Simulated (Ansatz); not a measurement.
`COCOC`, relaxed with RKS PBE0-D4/def2-TZVP in Ansatz from a PBE-D4/def2-SVP geometry. The force threshold is 0.005 eV/Å; the program also tests the step.

Total charge 0; spin multiplicity 1.

Start:

```xyz
13

C    -0.217    0.121   -1.866
O    -0.035   -0.852   -0.853
C     0.904   -0.471    0.118
O     0.500    0.610    0.915
C    -0.596    0.303    1.760
H    -0.982   -0.266   -2.566
H     0.727    0.304   -2.434
H    -0.562    1.095   -1.452
H     1.862   -0.144   -0.353
H     1.074   -1.387    0.734
H    -0.840    1.217    2.335
H    -0.343   -0.514    2.478
H    -1.492   -0.015    1.182
```

| step | energy (eV) | largest force (eV/Å) | largest move (Å) |
| --- | --- | --- | --- |
| 1 | -7329.5524 | 0.600 | 0.000 |
| 2 | -7329.6035 | 0.180 | 0.029 |
| 3 | -7329.6084 | 0.024 | 0.013 |
| 4 | -7329.6086 | 0.013 | 0.022 |
| 5 | -7329.6087 | 0.004 | 0.015 |
| 6 | -7329.6087 | 0.003 | 0.009 |

End:

```xyz
13

C    -0.219    0.120   -1.852
O    -0.038   -0.847   -0.843
C     0.897   -0.469    0.117
O     0.496    0.607    0.902
C    -0.591    0.304    1.746
H    -0.931   -0.291   -2.566
H     0.727    0.329   -2.369
H    -0.611    1.059   -1.448
H     1.836   -0.152   -0.356
H     1.061   -1.363    0.733
H    -0.793    1.193    2.342
H    -0.345   -0.529    2.418
H    -1.486    0.039    1.175
```

It took 20 s on 4 threads of a server CPU on a shared host, with 0.48 GiB of host memory at the peak.
